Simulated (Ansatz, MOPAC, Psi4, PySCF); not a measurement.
Gas-phase reaction in SMILES: CCCO + 2 C (CH4) → 2 CC (C2H6) + CO (CH4O) [methanol]

Quantity: bond separation energy (enthalpy at 298 K), in kcal/mol. Conventions: no spin-orbit coupling; no dispersion term unless named; six Cartesian d functions in 6-31G* and its kin unless marked 5d; 6-311+G** with 5d; non-relativistic; LANL2DZ all-electron up to Ne; valence correlation only; PM7 with its own dispersion and hydrogen-bond terms. CBS marks a two-point X^-3 extrapolation of the correlation energy; Hartree-Fock from the larger set. The bracket is a focal-point correction in the basis named. Ab initio and DFT rows: single points at B3LYP-D3(BJ) geometries (Ansatz, a first-principles code), with unscaled harmonic terms from B3LYP/6-31G* (Ansatz) at its own minima. Semi-empirical rows: MOPAC heats of formation at their own minima for 298 K.

Measured values: Active Thermochemical Tables 1.112 (ions: stationary electron), as tabulated in the package chemicals; CRC Handbook, as tabulated in the package chemicals; they hold spin-orbit and core effects, anharmonicity and other conformers. 

Value to compare with, the measured value: 8.6 kcal/mol.

```tsv
level	program	bond separation energy (enthalpy at 298 K) (kcal/mol)	error
AM1	MOPAC	-4.8	-13.4
PM7	MOPAC	4.6	-4.0
HF/STO-3G	Ansatz	3.8	-4.8
HF/3-21G	Ansatz	7.6	-1.0
HF/LANL2DZ	Ansatz	7.2	-1.4
PBE/def2-SVP	Ansatz	7.4	-1.2
BP86/def2-SVP	PySCF	7.0	-1.6
BP86/6-31G* (5d)	PySCF	6.7	-1.9
B3LYP/6-31G**	Ansatz	6.7	-1.9
PBE0/6-31G*	Ansatz	6.9	-1.7
M06-2X/6-31G* (5d)	PySCF	7.7	-0.9
wB97X-D/6-311+G**	Psi4	7.4	-1.2
MP2/3-21G	Ansatz	9.2	0.6
PBE/def2-TZVPD	Ansatz	6.7	-1.9
B3LYP-D3(BJ)/def2-TZVPD	Ansatz + dftd3	7.2	-1.4
RI-MP2/CBS(cc-pVTZ,cc-pVQZ)+[CCSD(T)-MP2]/cc-pVTZ	Ansatz	8.1	-0.5
```

Among the 13 habitual levels, AM1 lies farthest from the measured value (-13.4 kcal/mol); 1 of 13 lie above it, and their mean absolute error is 2.7 kcal/mol, the median 1.6. One case shows no general order.

The levels are drawn from those run, B3LYP/6-31G* more often than the rest, none by its result; left out are runs that failed, that the program found above a lower state of the same kind, or whose <S^2> lies over 0.5 above the pure value.
